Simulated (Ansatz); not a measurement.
# HCN, singlet: the ladder up to full CI

Geometry: a point of a stretch scan, not a stationary point.

```xyz
3

N     0.0000    0.0000   -2.0007
C     0.0000    0.0000   -0.8551
H     0.0000    0.0000    2.8559
```

Basis 6-31G; Ansatz 0.2.0. Only valence electrons are correlated (noble-gas cores frozen), which leaves 10 electrons in 18 orbitals. R marks a restricted (for open shells ROHF) determinant, U an unrestricted one. Active spaces: valence = (10e, 9o) chosen from the atoms' valence shells; pair = (2e, 2o) about the gap.

Full CI is exact within this basis and frozen core; it isn't the basis-set limit. The frozen core follows each run's orbitals, which can shift R against U totals by a few meV.

Unrestricted rows (U) aren't spin-pure: their determinants' ⟨S²⟩ exceeds S(S+1) by up to 1.41, so they mix in states of higher spin.

```
UHF ⟨S²⟩                          : 1.411
T1 diagnostic (RCCSD)             : 0.1126
largest doubles amplitude (RCCSD) : 0.926
```

Q: From what is known of these methods and the diagnostics, rank them by the size of their error in total energy against full CI in 6-31G, smallest first (an estimate: the text doesn't fix the numbers).
A. CASSCF (valence space)
B. MRCISD (pair space)
C. RCCSDT
D. UCCSD
E. RHF

A: C (53 meV), D (259 meV), B (730 meV), A (1647 meV), E (10982 meV).

All errors are against full CI in 6-31G. With T1 at 0.113 and a doubles amplitude of 0.93 one determinant is a poor start. Within each family the higher level lies nearer, as is usual though not guaranteed.

The program itself flagged as in doubt: RCCSDT.

The full-CI state has the irrep A1 of C2v, in the program's axes (one component, if the state is degenerate).

Its occupations show that no single determinant describes this state well.

Natural occupations of full CI about the gap: 1.984 1.938 1.909 1.909 1.084 0.939 0.090 0.090 0.017 0.012; effectively unpaired electrons, Σ n²(2−n)², 2.12.
